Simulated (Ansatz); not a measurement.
Geometry optimisation, Ansatz, UKS PBE0-D4/def2-TZVP.

input.yaml

```yaml
crystal:
  periodic: [false, false, false]
  atoms:
    - { symbol: B, position_ang: [0.0, 0.0, 0.0] }
    - { symbol: H, position_ang: [0.0, 0.0, 1.44] }
    - { symbol: C, position_ang: [1.3856, 0.0, -0.8] }
    - { symbol: H, position_ang: [1.7152, -1.0462, -0.9702] }
    - { symbol: H, position_ang: [1.2491, 0.508, -1.7774] }
    - { symbol: H, position_ang: [2.1552, 0.5381, -0.2082] }
    - { symbol: H, position_ang: [-1.0305, 0.0, -0.595] }
    - { symbol: H, position_ang: [0.0, 0.0, 2.4] }
magnetization:
  spin_polarized: true
  initial_magnetization: 1
basis:
  gaussian: { orbitals: def2-TZVP }
hamiltonian:
  xc: pbe0
  dispersion: d4
relax:
  f_tol: 0.15
  max_steps: 25
  restrain:
    - { distance: [1, 7], at: 0.66, k: 30.0 }
    - { distance: [0, 1], at: 2.39, k: 30.0 }
output:
  orbitals: {}
```

Command:

```bash
$ ansatz run input.yaml --threads 4 --pin off --max-ram 5120MiB --backend cpu --events-out ev --progress --plain --runs-dir out
```

Where does it end, and by what steps?

The run converged. The restraints hold the end off the free minimum; the threshold counts their pulls, which the force column leaves out. Restrained pairs: H2–H8 (0.96 → 0.71 Å), B1–H2 (1.44 → 2.39 Å). After 20 steps the energy has fallen by 0.380 eV (the restraints' own energy left out); H2 moved furthest, 0.61 Å.

```
step  energy less start (eV)  largest force component (eV/Å)  accepted
   0                  0.0000                           1.162       yes
   1                 -0.0234                           1.511       yes
   2                  0.2812                           5.552       yes
   3                 -0.1594                           1.490       yes
   4                 -0.3242                           0.827        no
   5                 -0.2902                           1.581       yes
   6                 -0.3452                           0.876       yes
   7                 -0.3498                           1.234       yes
   8                 -0.3372                           1.607       yes
   9                 -0.3390                           1.567       yes
  10                 -0.3484                           1.359       yes
  11                 -0.3871                           0.633        no
  12                 -0.3561                           1.318       yes
  13                 -0.3684                           1.317       yes
  14                 -0.4032                           0.143        no
  15                 -0.3769                           1.284       yes
  16                 -0.3852                           1.169       yes
  17                 -0.3763                           1.532       yes
  18                 -0.4021                           0.569        no
  19                 -0.3862                           1.289        no
  20                 -0.3796                           1.482       yes
```

```xyz
8
Properties=species:S:1:pos:R:3
B -0.051 0.437 -0.391
H -0.049 0.256 1.991
C 1.383 0.053 -0.795
H 1.618 -1.011 -0.673
H 1.415 0.251 -1.879
H 2.172 0.659 -0.346
H -1.060 -0.197 -0.485
H 0.046 -0.447 2.067
```

Time of the run: 16 s on 4 threads of AMD EPYC 7B13 (Zen 3), on a shared host, peak memory 0.18 GiB.
